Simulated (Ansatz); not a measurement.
# Loss of CH3Cl: C4H8Cl2 → C3H5Cl + CH3Cl

Species: C4H8Cl2 (1,3-dichlorobutane) `CC(Cl)CCCl`, singlet; C3H5Cl (2-chloropropene) `C=C(C)Cl`, singlet; CH3Cl (chloromethane) `CCl`, singlet. 

Shapes, held fixed at every level: PBE0-D4/def2-TZVP. Flexible molecules stand in one conformer, not always the lowest. Programs: Ansatz 0.2.0. The zero-point and thermal change to 298 K, harmonic and unscaled (PBE0-D4/def2-TZVP), is -12.7 kJ/mol.

Question: Estimate the reaction enthalpy at 298 K.

Answer: From tabulated heats of formation (Active Thermochemical Tables, CRC Handbook of Chemistry and Physics), ΔH(298 K) = +91.4 kJ/mol. Nearest: CCSD(T)/def2-TZVPP (+0.9); farthest: HF/def2-TZVPP (-24.8). 6 of 8 levels lie within 10 kJ/mol. The heats of C4H8Cl2, C3H5Cl come from older tables and can be uncertain by 10 kJ/mol or more. The CBS estimate extrapolates MP2 from def2-TZVPP and def2-QZVPP and adds CCSD(T) − MP2 in the triple-zeta set, cores frozen.

```csv
level,kind,ΔH (kJ/mol),computed − measured
HF/def2-SVP,Hartree–Fock,+82.2,-9.2
HF/def2-TZVPP,Hartree–Fock,+66.6,-24.8
BHLYP-D4/def2-TZVPP,global hybrid,+92.4,+1.0
PBE0-D4/def2-TZVPP,global hybrid,+100.8,+9.5
r2SCAN0-D4/def2-TZVPP,global hybrid,+101.3,+9.9
MP2/def2-SVP,perturbation theory,+111.5,+20.1
CCSD(T)/def2-TZVPP,coupled cluster or CI,+92.3,+0.9
CCSD(T)/CBS estimate,coupled cluster or CI,+94.0,+2.6
```
